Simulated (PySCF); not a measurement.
Working out the ionisation energy of S

S [Ne] 3s2 3p4 (3P) → S⁺ [Ne] 3s2 3p3 (4S). All numbers are calculated (PySCF 2.14, scalar relativity by spin-free X2C-1e, in Sapporo-DZP-2012 (5s4p2d, 27 functions)). Frozen: [Ne]. Energies in hartree (1 hartree = 27.21139 eV):

| part | S (lower) | S⁺ (upper) |
| --- | --- | --- |
| UHF | -398.431168 | -398.094573 |
| CCSD correlation | -0.109824 | -0.091140 |
| (T) | -0.001594 | -0.001078 |

Problem. What does Hartree-Fock give?

Solution. (-398.094573) − (-398.431168) = 0.336595 hartree = 9.159 eV.

Problem. What do CCSD and CCSD(T) give?

Solution. The CCSD correlation energies differ by 0.018684 hartree = 0.508 eV and the triples by 0.000516 hartree = 0.014 eV, so CCSD gives 9.667 eV and CCSD(T) 9.681 eV.

Measured between the centres of the two terms (NIST): 10.336 eV, so CCSD(T) (valence) is off by -0.655 eV.

A double-zeta basis recovers only part of the correlation energy.

What remains against the reference includes basis incompleteness, the frozen core and higher excitations.
